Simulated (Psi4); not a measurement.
Noncovalent pair: CH4O (SMILES CO) (first 6 atoms) with CH5N (SMILES CN); geometry from S66by8 set.
(charge 0, multiplicity 1):
```json
[
 {"atom": "O", "x (Å)": "-1.4985", "y (Å)": "0.7153", "z (Å)": "-0.0029"},
 {"atom": "H", "x (Å)": "-0.5259", "y (Å)": "0.7412", "z (Å)": "-0.0079"},
 {"atom": "C", "x (Å)": "-1.8682", "y (Å)": "-0.6444", "z (Å)": "-0.0077"},
 {"atom": "H", "x (Å)": "-2.9545", "y (Å)": "-0.6937", "z (Å)": "-0.0034"},
 {"atom": "H", "x (Å)": "-1.5150", "y (Å)": "-1.1751", "z (Å)": "-0.8970"},
 {"atom": "H", "x (Å)": "-1.5077", "y (Å)": "-1.1833", "z (Å)": "0.8738"},
 {"atom": "N", "x (Å)": "1.4403", "y (Å)": "0.6314", "z (Å)": "-0.0127"},
 {"atom": "H", "x (Å)": "1.8110", "y (Å)": "1.1392", "z (Å)": "0.7804"},
 {"atom": "H", "x (Å)": "1.8111", "y (Å)": "1.0957", "z (Å)": "-0.8320"},
 {"atom": "C", "x (Å)": "1.9181", "y (Å)": "-0.7547", "z (Å)": "0.0248"},
 {"atom": "H", "x (Å)": "1.5262", "y (Å)": "-1.2887", "z (Å)": "-0.8374"},
 {"atom": "H", "x (Å)": "3.0048", "y (Å)": "-0.8614", "z (Å)": "0.0278"},
 {"atom": "H", "x (Å)": "1.5260", "y (Å)": "-1.2414", "z (Å)": "0.9144"}
]
```

Method: Psi4 with SAPT0/jun-cc-pV(D+d)Z.

**Question.** Give the four SAPT terms and the total, and say what mostly holds the pair together.

**Answer.** electrostatics -12.49, exchange 11.91, induction -3.98, dispersion -2.79, total -7.35 kcal/mol; the largest attraction is electrostatics.
